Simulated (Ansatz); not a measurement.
The input, for Ansatz 0.2.0:

```yaml
crystal:
  periodic: [false, false, false]
  atoms:
    - {symbol: B, position_ang: [0.000000, 0.000000, -2.144667]}
    - {symbol: Al, position_ang: [0.000000, 0.000000, -0.207667]}
    - {symbol: H, position_ang: [0.000000, 0.000000, 2.352333]}
basis:
  gaussian: {orbitals: 6-31G}
magnetization: {spin_polarized: true, initial_magnetization: 3}
correlation: {method: ccsdtq, electrons: outside_noble_gas}
```

```sh
$ ansatz run in.yaml --threads 1 --pin off --events-out ev --progress --plain --max-ram 2393MiB
```

(1) Roughly how long does this take on 1 thread of Arm Neoverse V1, shared host, and how much host memory?

```
497 factors; integrals over basis functions are off by at most 1.1e-7 eV
mean field evaluation 1: about -7261.7453 eV, gradient 5.4e0 eV
mean field evaluation 2: about -7261.7505 eV, gradient 5.4e0 eV
mean field evaluation 4: about -7262.8295 eV, gradient 2.5e0 eV
mean field evaluation 8: about -7263.2088 eV, gradient 2.3e-1 eV
mean field evaluation 16: about -7262.4407 eV, gradient 3.5e0 eV
mean field evaluation 32: about -7261.4201 eV, gradient 7.1e0 eV
mean field evaluation 64: about -7263.0382 eV, gradient 1.7e0 eV
mean field evaluation 96: about -7261.1549 eV, gradient 3.9e0 eV
mean field evaluation 128: about -7262.2661 eV, gradient 6.8e-2 eV
mean field evaluation 160: about -7261.9933 eV, gradient 2.1e0 eV
...
cycle  25  -2.58299704 eV  change   -1.6e-6 eV  update   5.2e-6
cycle  26  -2.58299647 eV  change    5.7e-7 eV  update   3.7e-6
cycle  27  -2.58299370 eV  change    2.8e-6 eV  update   2.9e-6
cycle  28  -2.58299044 eV  change    3.3e-6 eV  update   2.1e-6
cycle  29  -2.58298627 eV  change    4.2e-6 eV  update   1.4e-6
cycle  30  -2.58298424 eV  change    2.0e-6 eV  update   9.7e-7
cycle  31  -2.58298291 eV  change    1.3e-6 eV  update   6.7e-7
cycle  32  -2.58298266 eV  change    2.5e-7 eV  update   4.7e-7
cycle  33  -2.58298284 eV  change   -1.8e-7 eV  update   3.1e-7
cycle  34  -2.58298301 eV  change   -1.7e-7 eV  update   1.9e-7
Total energy: -7265.79524828 eV, -267.0130504412 hartree
```

For the same geometry and basis full CI lies 1.8 meV lower.

Results:

(1) 21 s wall and 0.17 GiB.
